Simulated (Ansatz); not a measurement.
A made-up structure of CH$_{4}$NSi, doublet:

C1  (-1.476, -0.508, -1.212)
Si2  (-0.292, 0.479, -0.171)
N3  (1.143, -0.185, 0.869)
H4  (-2.251, -1.124, -1.889)
H5  (-0.343, 2.123, -0.015)
H6  (1.812, 0.490, 1.471)
H7  (1.408, -1.276, 0.946)
(Å)

It is relaxed with PBE-D4/def2-SVP and then PBE0-D4/def2-TZVP (Ansatz 0.2.0). Atoms count as bonded within 1.22 times the sum of their covalent radii (H–H: 0.88 Å). The end point is not checked to be a true minimum.

Does its bonding change? (Judge from chemistry; the calculation decides.)

Computed: No: no bond forms or breaks.

Where it ends: The first stage lowers the energy by 1.58 eV in 15 steps. It ends as CH₄NSi ([CH][SiH][NH2]):
```xyz
7
angstrom
C -1.3174 -0.4533 -1.0827
Si -0.2617 0.4278 -0.1520
N 1.0199 -0.1656 0.7766
H -2.0103 -1.0030 -1.6867
H -0.3071 1.8957 -0.0117
H 1.6194 0.4381 1.3116
H 1.2573 -1.1397 0.8447
```

Labels in which every atom is bracketed show which atoms are joined, not bond orders.

For scale, one of the runs: PBE0-D4/def2-TZVP relaxation, 123 basis functions, launched by `ansatz run in.yaml --threads 2 --pin off --events-out ev --progress --plain --max-ram 4352MiB`. Hardware: 2 CPU threads of an Arm Neoverse V2, shared host. Wall time about 26 s.
